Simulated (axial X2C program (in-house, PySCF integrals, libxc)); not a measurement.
## Spin–orbit effects along a row: molecules with Na, HF

Computed with an in-house relativistic program for diatomic molecules, spin-free (one-electron X2C) or two-component (2c: spin–orbit coupling with atomic mean-field Coulomb and Gaunt terms, which also bring small scalar terms), in Dyall basis sets with cores contracted in-house; open shells are unrestricted.

Basis sets: Al dyall-v3z, Cl dyall-av3z, Na dyall-cv3z, Na dyall-v3z, P dyall-v3z, S dyall-av3z, Si dyall-v3z.

```tsv
molecule	spin-free state	Re (Å)	ωe (cm⁻¹)	De (eV)	2c state	Re 2c (Å)	ωe 2c (cm⁻¹)	De 2c (eV)
NaAl	M_S = 0, Λ = 0	3.206	190.4	-0.14	Ω = 0	3.206	190.4	-0.19
NaSi	M_S = 3/2, Λ = 0	2.739	256.0	0.92	Ω = 3/2	2.739	255.9	0.92
NaP	M_S = 1, Λ = 0	2.692	273.7	0.29	Ω = 1	2.692	273.5	0.29
NaS	M_S = 1/2, Λ = 1	2.516	330.6	1.36	Ω = 3/2	2.517	330.5	1.38
NaCl	M_S = 0, Λ = 0	2.388	358.6	3.02	Ω = 0	2.389	358.5	2.96
```

Each entry is the lowest single determinant of a limited PBE0 search at one distance. De goes to single-determinant-based atoms at the same level (for ions the charge split of lowest energy) and is withheld (n/a) where an atom does not fit its ground term or J level. Main or longest-lived isotopes. One determinant is a doubtful description, or other states lie close, for NaAl, NaSi, NaP; these need not be ground states, and all values refer to the states named. Some open-shell Ω = 0 determinants are out of reach, so the Ω given for NaP need not be the lowest component. With several unpaired electrons the Ω given is that of one determinant, not necessarily of the lowest component. Some light 2c atoms are not at their ground J level, so De misses part of their lowering (0.04 eV or less).
